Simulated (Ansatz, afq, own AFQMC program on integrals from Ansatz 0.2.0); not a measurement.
**C, triplet → C⁺, quartet**

A free C atom.

E(quartet, charge +1) − E(triplet, charge +0) at this geometry, on UHF and UHF determinants.

Basis cc-pVTZ. Only valence electrons are correlated. AFQMC by an in-house program on the Cholesky factors that Ansatz 0.2.0 writes for its CCSD(T) run. The CISD trial takes its coefficients from CCSD amplitudes. Released means that phaseless walkers are propagated on without the constraint, phases kept. Uncertainties: one standard error, sampling alone. The errors of all members are added in quadrature.

Full CI on the same integrals is exact in this basis and with this determinant's frozen core.

The best estimate is CCSD(T) at the basis-set limit (CBS: def2-TZVPP and def2-QZVPP, with their diffuse functions for anions and beside diffuse sets, CCSD(T) itself extrapolated) plus the step from CCSD(T) to full CI in cc-pVTZ. Rows without CBS are in cc-pVTZ; B2PLYP and the wave-function rows carry a basis error of their own. Core correlation and relativity beyond core potentials are missing, and ± holds the sampling alone.

Cautions: C (triplet): the released energies are still falling, so no released level is given (meV from the phaseless value at times in 1/Eh: 0 ± 3 at 0.24, -5 ± 3 at 0.50, -6 ± 3 at 1.00, -13 ± 3 at 1.50), though the last usable value meets full CI within the noise; C⁺ (quartet): another spin lies lower; this isn't the first ionization.

```tsv
level	vertical ionization energy (kcal/mol)
B3LYP	388.4
wB97M-V	384.5
PBE0	377.3
```

Task: From these cheaper values, estimate the vertical ionization energy at the level of the best estimate.

Result: 382.5 kcal/mol (best estimate, highest rung FCI).

```
        level  vertical ionization energy (kcal/mol)  error against the best estimate (kcal/mol)
           HF                                  333.3                                       -49.1
          MP2                                  367.9                                       -14.6
         CCSD                                  378.2                                        -4.3
      CCSD(T)                                  379.4                                        -3.0
ph-AFQMC/CISD                           379.5 ± 0.04                                 -2.9 ± 0.04
          FCI                                  379.7                                        -2.7
       HF/CBS                                  332.9                                       -49.5
      MP2/CBS                                  371.8                                       -10.6
  CCSD(T)/CBS                                  382.1                                        -0.3
          PBE                                  379.8                                        -2.7
       r2SCAN                                  370.1                                       -12.3
       B2PLYP                                  382.6                                         0.1
```

Correlation beyond CCSD(T) adds 0.3 kcal/mol. Going to the basis-set limit adds 2.7 kcal/mol at CCSD(T). The perturbative (T) step is worth +1.2 kcal/mol. The functionals spread over 18.3 kcal/mol; B2PLYP comes nearest and r2SCAN is 12.3 kcal/mol too low.

Best estimates are given only where the step beyond CCSD(T) is under 0.3 eV and no member's determinant is very poor (T1 over 0.05, or 0.07 for open shells, ⟨S²⟩ too high by 0.3, two states mixed), so the hardest cases are missing from such tables.

The functionals ran in a triple-zeta set and keep a basis error of their own, a few kJ/mol for each bond in atomization energies and more for double hybrids, so close places among them and the extrapolated levels can swap.

Each member of a difference takes its own highest rung, so a best estimate needn't equal the limit plus the step of one row. A walk keeps the symmetry of its determinant, which the program's search chose and which needn't be the lowest solution, so a lower state of the same spin and another symmetry isn't excluded.
